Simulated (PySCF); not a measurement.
## Partial charges of 1,3,5-triazine

Species: 1,3,5-triazine, C3H3N3.
Z-matrix (Å and degrees, PBE0-D3(BJ)/def2-SVP geometry), rows numbered from 1:
```
C 
N   1  1.3295
C   2  1.3294  1  114.48
N   3  1.3295  2  125.50  1     0.06
C   4  1.3293  3  114.50  2     0.03
N   1  1.3294  2  125.53  3    -0.08
H   1  1.0973  2  117.24  3   179.86
H   3  1.0974  2  117.23  1  -179.89
H   5  1.0972  4  117.25  3   179.93
```

Density: PBE0/pcSseg-1 (PySCF); schemes: Mulliken, IAO, Hirshfeld and ESP-fitted. Geometry: PBE0-D3(BJ)/def2-SVP; no solvent, vibrations or thermal averaging.

Q: Atoms with like bonding are taken together and averaged. Which atoms carry the lowest charge in the Mulliken, IAO, Hirshfeld and ESP-fitted schemes?

A: All schemes agree: Mulliken N2/N4/N6 (-0.403); IAO N2/N4/N6 (-0.315); Hirshfeld N2/N4/N6 (-0.168); ESP-fitted N2/N4/N6 (-0.936).

Q: For which atoms does the sign change between the 4 schemes (beyond +0.03 e in one, beyond −0.03 e in another)?

A: For none.

Q: At which atom do the 4 schemes differ most?

A: At C1/C3/C5: from +0.101 (Hirshfeld) to +0.940 e (ESP-fitted), 0.839 e apart.

Q: Give the atomic charges in each scheme.

A: In e; atoms taken as equivalent share a row and are averaged (×n: the atom named and its like, n in all):

```json
{"atom": "C1/C3/C5", "environment": "aromatic CH next to a ring nitrogen", "Mulliken": "+0.261", "IAO": "+0.144", "Hirshfeld": "+0.101", "ESP-fitted": "+0.940"}
{"atom": "N2/N4/N6", "environment": "pyridine-type nitrogen", "Mulliken": "-0.403", "IAO": "-0.315", "Hirshfeld": "-0.168", "ESP-fitted": "-0.936"}
{"atom": "H7/H8/H9", "environment": "aromatic hydrogen", "Mulliken": "+0.142", "IAO": "+0.171", "Hirshfeld": "+0.067", "ESP-fitted": "-0.005"}
```

Mean size of the charges over all atoms: ESP-fitted 0.627 e, Mulliken 0.269 e, IAO 0.210 e, Hirshfeld 0.112 e. Each set sums to the total charge, 0, to within 0.001 e. The IAO scheme projects the occupied orbitals on a minimal set of polarised atomic orbitals and counts the electrons in each atom's part of it.

Q: How many electrons does the IAO scheme count on N4?

A: Its own charge is -0.315 e, so Z − q = 7.315.

Q: Sum the charges by element.

A: 
```csv
element,atoms,Mulliken,IAO,Hirshfeld,ESP-fitted
C,3,+0.784,+0.431,+0.304,+2.821
N,3,-1.210,-0.944,-0.505,-2.807
H,3,+0.426,+0.512,+0.200,-0.014
```

The run behind these numbers computed NMR shieldings as well. On an Arm Neoverse V1 with one thread, shared host with 64 logical CPUs at a one-minute load of 17, this took 7.0 s and 0.53 GiB of memory at its peak.
